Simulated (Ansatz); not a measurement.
**HF⁻, quartet in aug-cc-pVDZ: errors against UCCSDTQ**

Geometry: that of the HF⁻, doublet, kept fixed. The doublet lies 10.9 eV lower here.

```yaml
atoms:
  - { symbol: F, position_ang: [0.0000, 0.0000, 0.0000] }
  - { symbol: H, position_ang: [0.0000, 0.0000, 0.9990] }
```

Basis aug-cc-pVDZ; Ansatz 0.2.0. Only valence electrons are correlated (noble-gas cores frozen), which leaves 9 electrons in 31 orbitals. R marks a restricted (for open shells ROHF) determinant, U an unrestricted one. This anion state lies near or above the neutral species, so the extra electron is weakly bound or unbound and the energies hang on the diffuse functions.

Full CI isn't at hand for all of this; UCCSDTQ serves as the reference, and is uncertain by about the last step of the cluster series. The frozen core follows each run's orbitals, which can shift R against U totals by a few meV.

For open shells CISD is restricted-active-space CI with the open shells as a complete middle space.

- UHF ⟨S²⟩: 3.755
- T1 diagnostic (RCCSD): 0.0154
- largest doubles amplitude (RCCSD): 0.036
- T1 diagnostic (UCCSD): 0.0119

From what is known of these methods and the diagnostics, rank them by the size of their error in total energy against UCCSDTQ in aug-cc-pVDZ, smallest first (an estimate: the text doesn't fix the numbers).
A. BCCD(T)
B. RCCSDTQ
C. RHF
D. CISD
E. RCCSD

B (0.1 kJ/mol), A (1.0 kJ/mol), E (9.0 kJ/mol), D (20.8 kJ/mol), C (493.7 kJ/mol).

All errors are against UCCSDTQ in aug-cc-pVDZ. Within each family the higher level lies nearer, as is usual though not guaranteed.
